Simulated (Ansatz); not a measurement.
ZrRh3: computed properties

Computed with Ansatz 0.2.0, DFT r2SCAN, scalar-relativistic, plane waves, PAW.

Plane waves to 500 eV, a k mesh through Γ of 12×12×12 on the computed 4-atom cell and Gaussian smearing (0.10 eV); no spin polarisation.

The structure is relaxed at this level of theory with its symmetry kept. Whether it is the stable form of this composition wasn't checked.

```cif
data_structure
_symmetry_space_group_name_H-M 'Pm-3m'
_symmetry_Int_Tables_number 221
_cell_length_a 3.9297
_cell_length_b 3.9297
_cell_length_c 3.9297
_cell_angle_alpha 90.000
_cell_angle_beta 90.000
_cell_angle_gamma 90.000
_cell_volume 60.68
loop_
_atom_site_label
_atom_site_type_symbol
_atom_site_symmetry_multiplicity
_atom_site_Wyckoff_symbol
_atom_site_fract_x
_atom_site_fract_y
_atom_site_fract_z
_atom_site_occupancy
Zr1 Zr 1 a 0.00000 0.00000 0.00000 1
Rh1 Rh 3 c 0.00000 0.50000 0.50000 1
```

| Quantity | Value |
| --- | --- |
| Space group | Pm-3m (No. 221) |
| Volume per atom | 15.17 Å³ |
| Formation energy from the elements' standard states (uncorrected) | -0.742 eV/atom |
| Generalised Kohn–Sham band gap | none (metal) |
| Density of states at the Fermi level | 3.35 states/eV per cell |
| Löwdin character within 0.5 eV of the Fermi level | Rh 4d 71 %, Zr 4d 14 % |
| Bulk modulus | 229 GPa |
| Its pressure derivative | 4.7 |
| Bader charges (e) | Zr (1 in the cell) 1.76, Rh (3 in the cell) -0.59 |